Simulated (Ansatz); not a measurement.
**O2 (triplet): from Hartree-Fock to the top rungs at distance O1–O2 = 2.257 Å, 6-31G**

Aim: climb from Hartree-Fock through coupled cluster and multireference methods for O2 (triplet) at one geometry and basis, and see what each rung misses.

Program: Ansatz 0.2.0, Gaussian basis. Level of theory: 6-31G, core rule «outside noble gas», up to 2 orbitals frozen. These are calculated values, not measurements.

To be run: UHF; CCSD(T) on ROHF; CCSD(T) on UHF; BCCD(T) on ROHF; CISD; CCSDT(Q) on ROHF; CCSDT(Q) on UHF; CISDTQ; CCSDTQ on ROHF; CCSDTQ on UHF; CASSCF and MRCISD+Q, 4 electrons in 4 orbitals; CASSCF and NEVPT2, 4 electrons in 4 orbitals; CASSCF and MRCISD+Q, 12 electrons in 8 orbitals; CASSCF and NEVPT4(SD), 12 electrons in 8 orbitals; CASSCF and NEVPT2, 12 electrons in 8 orbitals; Full CI.

24 further runs of the same task are left out: 4 for a known fault of the program, 18 that didn't finish, 2 set aside as unsound or not needed.

## (1) The system

The geometry derives from a PBE0/def2-TZVP stationary point (not a proven minimum). One bond is set to the value named and the two fragments are kept rigid.

2 atoms, charge 0, spin multiplicity 3.

Atoms are counted from 1 here; the program's logs count them from 0.

No contacts short enough for the rule that draws bonds.

## (2) UHF

in.yaml

```yaml
crystal:
  periodic: [false, false, false]
  atoms:
    - {symbol: O, position_ang: [0.000000, 0.000000, 0.000000]}
    - {symbol: O, position_ang: [0.000000, 0.000000, 2.257000]}
basis:
  gaussian: {orbitals: 6-31G}
magnetization: {spin_polarized: true, initial_magnetization: 2}
hamiltonian: {xc: hf}
output: {orbitals: {seedname: orbitals}}
```

Started as:

```bash
> ansatz run in.yaml --threads 1 --pin off --events-out ev --progress --plain --max-ram 2393MiB
```

Further steps of the session: CCSD(T) on ROHF; CCSD(T) on UHF; BCCD(T) on ROHF; CISD; CCSDT(Q) on ROHF; CCSDT(Q) on UHF; CISDTQ; CCSDTQ on ROHF; CCSDTQ on UHF; CASSCF and MRCISD+Q, 4 electrons in 4 orbitals; CASSCF and NEVPT2, 4 electrons in 4 orbitals; CASSCF and MRCISD+Q, 12 electrons in 8 orbitals; CASSCF and NEVPT4(SD), 12 electrons in 8 orbitals; CASSCF and NEVPT2, 12 electrons in 8 orbitals; Full CI.

Q: Predict the results of all the runs planned. Wanted: FCI below the RHF energy; RMP2 from FCI; UMP2 from FCI; RCCSD from FCI; RCCSD(T) from FCI; UCCSD(T) from FCI; RCCSDT(Q) from FCI; UCCSDT(Q) from FCI; T1 diagnostic.

The runs gave:

| quantity | value |
| --- | --- |
| FCI below the RHF energy | -6.4875 eV |
| RMP2 from FCI | +208.7 kJ/mol |
| UMP2 from FCI | +156.9 kJ/mol |
| RCCSD from FCI | +66.8 kJ/mol |
| RCCSD(T) from FCI | -14.0 kJ/mol |
| UCCSD(T) from FCI | +16.5 kJ/mol |
| RCCSDT(Q) from FCI | -2.6 kJ/mol |
| UCCSDT(Q) from FCI | -0.5 kJ/mol |
| levels within 1 kcal/mol (43 meV) | UCCSDT, RCCSDT(Q), UCCSDT(Q), RCCSDTQ, UCCSDTQ |
| T1 diagnostic | 0.029 |
| effectively unpaired electrons | 3.96 |

**Reading.** RCCSD(T) misses by -14.0 kJ/mol, 2.2 % of the correlation energy. CCSD(T) misses by -14.0 kJ/mol on the restricted determinant and by +16.5 kJ/mol on the unrestricted one; the two need not hold the same state or core. RCCSD(T), BCCD(T), RCCSDT(Q), UCCSDT(Q) fall below full CI: unrestricted runs freeze a spin-polarised core, another one than full CI's, and coupled cluster isn't variational. With 4.0 effectively unpaired electrons against 2 the state is strongly multireference. Coupled cluster took another determinant than the lowest Hartree-Fock one. These misses are within one basis, not against nature; the frozen cores of restricted and unrestricted runs differ, which can shift their rows.
